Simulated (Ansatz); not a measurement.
# H₂O+ (doublet): PBE, r2SCAN, PBE0, B3LYP, CAM-B3LYP, wB97M-V, B2PLYP, RPA-PBE over vertical gaps between states, cc-pVDZ

Aim: run H₂O+ (doublet) with these functionals over vertical gaps between states, and hold them against the top wave-function level at the same points.

Computed with Ansatz 0.2.0, Gaussian basis. Level: cc-pVDZ, all electrons in the functionals, frozen cores in the correlation of double hybrids and RPA.

To be run: PBE, r2SCAN, PBE0, B3LYP, CAM-B3LYP, wB97M-V, B2PLYP, RPA-PBE, at charge 1, doublet; charge 1, quartet.

3 further runs of the same task are left out: 3 set aside as unsound or not needed.

## (1) What is computed

The geometry is a PBE0/def2-TZVP stationary point (not a proven minimum).

3 atoms, charge 1, spin multiplicity 2.

Atoms are counted from 1 here; the program's logs count them from 0.

Bond lengths: O1–H2 1.004 Å, O1–H3 1.004 Å. Angles: H2–O1–H3 109.8°.

No dispersion term is added; wB97M-V holds VV10 nonlocal correlation. B3LYP takes the VWN-RPA correlation.

The geometry shown and the zero of energy belong to the point charge 1, doublet. The yardstick, FCI, and other wave-function levels (R restricted, U unrestricted, valence and pair active spaces) come from earlier runs.

## (2) PBE, charge 1, doublet

in.yaml reads:

```yaml
crystal:
  periodic: [false, false, false]
  atoms:
    - {symbol: O, position_ang: [0.000000, -0.064607, 0.000000]}
    - {symbol: H, position_ang: [0.000000, 0.512764, -0.821140]}
    - {symbol: H, position_ang: [0.000000, 0.512764, 0.821140]}
basis:
  gaussian: {orbitals: cc-pVDZ}
total_charge: 1
magnetization: {spin_polarized: true, initial_magnetization: 1}
hamiltonian: {xc: {name: PBE}}
output: {orbitals: {seedname: orbitals}}
```

On the command line:

```sh
$ ansatz run in.yaml --threads 1 --pin off --events-out ev --progress --plain --max-ram 2393MiB
```

The runs that follow: PBE, charge 1, quartet; r2SCAN, charge 1, doublet; r2SCAN, charge 1, quartet; PBE0, charge 1, doublet; PBE0, charge 1, quartet; B3LYP, charge 1, doublet; B3LYP, charge 1, quartet; CAM-B3LYP, charge 1, doublet; CAM-B3LYP, charge 1, quartet; wB97M-V, charge 1, doublet; wB97M-V, charge 1, quartet; B2PLYP, charge 1, doublet; B2PLYP, charge 1, quartet; RPA-PBE, charge 1, doublet; RPA-PBE, charge 1, quartet.

**Question.** What will the summary of the whole plan be? Wanted: doublet to quartet, FCI; largest miss, PBE; largest miss, r2SCAN; largest miss, PBE0; largest miss, B3LYP; largest miss, CAM-B3LYP; largest miss, wB97M-V; largest miss, B2PLYP; largest miss, RPA-PBE.

As calculated:

| quantity | value |
| --- | --- |
| doublet to quartet, FCI | 283.3 kcal/mol |
| largest miss, PBE | -1.2 kcal/mol (doublet to quartet) |
| largest miss, r2SCAN | +0.1 kcal/mol (doublet to quartet) |
| largest miss, PBE0 | -0.4 kcal/mol (doublet to quartet) |
| largest miss, B3LYP | +0.9 kcal/mol (doublet to quartet) |
| largest miss, CAM-B3LYP | +2.4 kcal/mol (doublet to quartet) |
| largest miss, wB97M-V | +2.5 kcal/mol (doublet to quartet) |
| largest miss, B2PLYP | +2.0 kcal/mol (doublet to quartet) |
| largest miss, RPA-PBE | -4.0 kcal/mol (doublet to quartet) |
| largest miss, RCCSD(T) | +0.2 kcal/mol (doublet to quartet) |
| largest miss, UCCSD(T) | +0.2 kcal/mol (doublet to quartet) |

**Reading.** Of the functionals, r2SCAN keep the smallest largest miss at the points compared (at most 0.1 kcal/mol) and RPA-PBE strays most (4.0 kcal/mol, at doublet to quartet). Functionals and the yardstick converge differently with the basis, so part of each miss in cc-pVDZ is the basis.
